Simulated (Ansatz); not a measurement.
Gas-phase reaction in SMILES: c1ccoc1 + 7 [H][H] (H2) → 4 C (CH4) + O (H2O)

Property: energy of full hydrogenation (enthalpy at 298 K), in kcal/mol. Set-up: non-relativistic; 6-311+G** with 5d; six Cartesian d functions in 6-31G* and its kin unless marked 5d; valence correlation only; LANL2DZ all-electron up to Ne; no spin-orbit coupling. Ab initio and DFT rows: single points at B3LYP-D3(BJ) geometries (Ansatz, a first-principles code), with unscaled harmonic terms from B3LYP/6-31G* at its own minima. The Hartree-Fock reference of c1ccoc1 is unstable towards a lower, spin-broken solution.

Measured values: Active Thermochemical Tables 1.112 (ions: stationary electron), as tabulated in the package chemicals; G2/97 table in ASE (Curtiss et al.); they hold spin-orbit and core effects, anharmonicity. 

Value to compare with, the measured value: -120.8 kcal/mol.

| level | program | energy of full hydrogenation (enthalpy at 298 K) (kcal/mol) | error |
|---|---|---|---|
| MP2/STO-3G | Ansatz | -87.0 | 33.8 |
| MP2/3-21G | Ansatz | -98.7 | 22.1 |
| MP2/LANL2DZ | Ansatz | -116.3 | 4.5 |
| MP2/6-31G* | Ansatz | -98.0 | 22.8 |
| MP2/6-311+G** | Ansatz | -115.1 | 5.7 |

Among the 5 habitual levels, MP2/STO-3G lies farthest from the measured value (33.8 kcal/mol) and MP2/LANL2DZ nearest (4.5); 5 of 5 lie above it, and their mean absolute error is 17.8 kcal/mol, the median 22.1. One case shows no general order.

The sets are all those run for this method; runs whose electronic state is in doubt are left out.
